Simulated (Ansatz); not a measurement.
CClF2 (`F[C](F)Cl`) radical. Charge 0, multiplicity 2.

Z-matrix (Å, degrees):
```
C
F 1 1.315
Cl 1 1.720 2 114.1
F 1 1.315 2 110.6 3 130.2
```

Question: What are the harmonic wavenumbers in cm⁻¹ at PBE0-D4/def2-TZVP (Ansatz, finite differences of forces, unscaled)? (Estimate.)

Answer: Computed: 369, 430, 604, 773, 1190, 1257.

Question: Is this a minimum?

Answer: Yes, all 6 modes are real.

Question: Give the ideal-gas thermochemistry at 298.15 K and 1 bar (rigid rotor, harmonic oscillator; point group Cs, symmetry number 1).

Answer: Zero-point energy 27.6 kJ/mol; H(298) − E = 39.9 kJ/mol; entropy 285.7 J/(mol·K), of which translation 164.3, rotation 104.4, vibration 11.3, electronic 5.8; G(298) − E = -45.3 kJ/mol.
